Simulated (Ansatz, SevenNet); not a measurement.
Elastic constant C66 (GPa) of solids drawn from the class of elemental solids other than molecular ones, at two levels: the machine-learned potential SevenNet-l3i5 (trained on PBE and PBE+U data), and r²SCAN (Ansatz, a program for electronic structure, PAW).

| solid | SevenNet-l3i5 | r²SCAN | shift (%) |
|---|---|---|---|
| hcp Os | 109 | 273 | +150 |
| hcp Re | 81.2 | 175 | +116 |
| body-centred tetragonal In | 2.65 | 4.27 | +61 |
| hcp Zn | 24.1 | 88.6 | +268 |
| hcp Sc | 30.7 | 28.4 | -7.5 |
| hcp Ru | 72.7 | 206 | +183 |
| hcp Zr | 21.2 | 44.1 | +108 |
| hcp Be | 50.1 | 160 | +219 |
| hcp Y | 13.9 | 23.9 | +72 |
| hcp Tc | 46.7 | 136 | +191 |

The shifts run from -7.5 % to +268 %, with a median of +133 %.

Over all 10 rows r²SCAN is the larger in 9.

Ansatz's runs of these crystals have no spin polarisation. Meta-GGA and hybrid levels favour moments, which can bear on hcp Sc, hcp Y.

Spin–orbit coupling is left out, also for the solids with elements from indium on (hcp Os, hcp Re, body-centred tetragonal In); its size isn't shown.

Each level is taken at its own relaxed cell. Ansatz's density-functional and Hartree–Fock values are scalar-relativistic unless marked +SOC, with PAW data made under PBE.
